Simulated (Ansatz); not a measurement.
# NO+ (triplet): the correlation ladder, cc-pVTZ

One table from this session's results is given with a row withheld; the runs are named, their logs left out.

The runs use Ansatz 0.2.0, Gaussian basis; cc-pVTZ, core rule «outside noble gas», up to 2 orbitals frozen.

Plan: UHF; CCSD(T) on ROHF; CCSD(T) on UHF; BCCD(T) on ROHF; CISD; CCSDT(Q) on ROHF; CCSDT(Q) on UHF; CASSCF and MRCISD+Q, 10 electrons in 8 orbitals; CASSCF and NEVPT2, 10 electrons in 8 orbitals.

5 further runs of the same task are left out: 5 set aside as unsound or not needed.

### What is computed

The geometry is a PBE0/def2-TZVP stationary point (not a proven minimum) of the parent state, kept for this charge and spin.

2 atoms, charge 1, spin multiplicity 3.

Atoms are counted from 1 here; the program's logs count them from 0.

Bond lengths: N1–O2 1.140 Å.

Set-up of the first run:

Contents of in.yaml:

```yaml
crystal:
  periodic: [false, false, false]
  atoms:
    - {symbol: N, position_ang: [0.000000, 0.000000, 0.000000]}
    - {symbol: O, position_ang: [0.000000, 0.000000, 1.139769]}
basis:
  gaussian: {orbitals: cc-pVTZ}
total_charge: 1
magnetization: {spin_polarized: true, initial_magnetization: 2}
hamiltonian: {xc: hf}
output: {orbitals: {seedname: orbitals}}
```

Run with:

```bash
> ansatz run in.yaml --threads 1 --pin off --events-out ev --progress --plain --max-ram 4096MiB --backend cpu
```

Steps of the session up to this table: UHF; CCSD(T) on ROHF; CCSD(T) on UHF; BCCD(T) on ROHF; CISD; CCSDT(Q) on ROHF; CCSDT(Q) on UHF; CASSCF and MRCISD+Q, 10 electrons in 8 orbitals; CASSCF and NEVPT2, 10 electrons in 8 orbitals.

One of the session's tables, all rows but one given; the rest of the session is left out.

| method | from RCCSDT(Q) (kJ/mol) |
| --- | --- |
| RMP2 | +67.3 |
| UMP2 | +186.3 |
| CISD | +118.5 |
| RCCSD | +59.4 |
| UCCSD | +56.9 |
| RCCSD(T) | +7.0 |
| UCCSD(T) | +9.4 |
| BCCD(T) | +6.9 |
| RCCSDT | +5.1 |
| UCCSDT | +4.4 |
| RCCSDT(Q) | 0 |
| UCCSDT(Q) | ? |
| CASSCF valence | +671.0 |
| NEVPT2 valence | +88.0 |
| MRCISD valence | +24.2 |
| MRCISD+Q valence | -10.8 |

Q: Estimate the row for UCCSDT(Q) from the others.

As computed: from RCCSDT(Q) (kJ/mol): -1.6. In the column «from RCCSDT(Q) (kJ/mol)» it lies between MRCISD+Q valence (-10.8) and RCCSDT(Q) (0).

Some runs used a GPU and others CPU threads alone; cost is compared among the CPU runs only.

Among the levels timed on like hardware, those that no quicker one beats, quickest first: CISD (4.3 s, +118.5 kJ/mol); NEVPT2 valence (6 s, +88.0 kJ/mol); BCCD(T) (8.5 s, +6.9 kJ/mol).

Limits of these values: Left out of the table: ROHF, UHF (another determinant or state than the rows shown). Warnings: coupled cluster took another determinant than the lowest; large T1 diagnostic. Restricted and unrestricted rows rest on different reference determinants; where their highest levels disagree by more than a few hundredths of an eV, they describe different states and don't form one ladder.
